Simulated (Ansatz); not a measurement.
Basis sets compared for Al(NH3)2H3 (AlN₂H₉). Total charge 0; singlet. Geometry PBE-D4/def2-SVP. Ansatz on 4 threads of Arm Neoverse V2 on a shared host; times are rough, and most runs start from earlier orbitals.

```
atom    x (Å)    y (Å)    z (Å)
 Al1  -0.0004   0.0005  -0.0003
  N2  -1.6025  -0.4106   1.4361
  H3  -2.2571  -1.1204   1.0799
  H4  -2.1510   0.4352   1.6433
  H5  -1.2287  -0.7595   2.3291
  N6   1.6027   0.4104  -1.4359
  H7   1.4954  -0.1503  -2.2922
  H8   2.5280   0.1929  -1.0416
  H9   1.6147   1.4002  -1.7176
 H10   0.6494   1.0879   1.0355
 H11  -1.1106   0.4820  -1.1015
 H12   0.4599  -1.5684   0.0652
```

Binding counts from free atoms (Al doublet, N quartet, H doublet) in the same basis, without a counterpoise term.

| level | functions | energy (Eh) | HOMO (eV) | LUMO (eV) | binding per atom (eV) | wall time |
| --- | --- | --- | --- | --- | --- | --- |
| HF/STO-3G | 28 | -351.6925 | -6.76 | 15.15 | 2.71 | 0.1 s |
| PBE-D4/def2-SVP | 91 | -356.9171 | -5.31 | 0.17 | 3.07 | 0.55 s |
| PBE0-D4/def2-SVP | 91 | -356.9614 | -6.60 | 1.07 | 3.03 | 0.65 s |

Problem. Estimate the rows for HF/def2-TZVP, PBE-D4/def2-TZVP, PBE0-D4/def2-TZVP.

Solution. 
```json
{"level": "HF/def2-TZVP", "functions": "153", "energy (Eh)": "-356.1305", "HOMO (eV)": "-9.87", "LUMO (eV)": "3.03", "binding per atom (eV)": "2.16", "wall time": "0.45 s"}
{"level": "PBE-D4/def2-TZVP", "functions": "153", "energy (Eh)": "-357.1395", "HOMO (eV)": "-5.47", "LUMO (eV)": "-0.38", "binding per atom (eV)": "3.06", "wall time": "0.9 s"}
{"level": "PBE0-D4/def2-TZVP", "functions": "153", "energy (Eh)": "-357.1779", "HOMO (eV)": "-6.72", "LUMO (eV)": "0.44", "binding per atom (eV)": "3.02", "wall time": "1.1 s"}
```
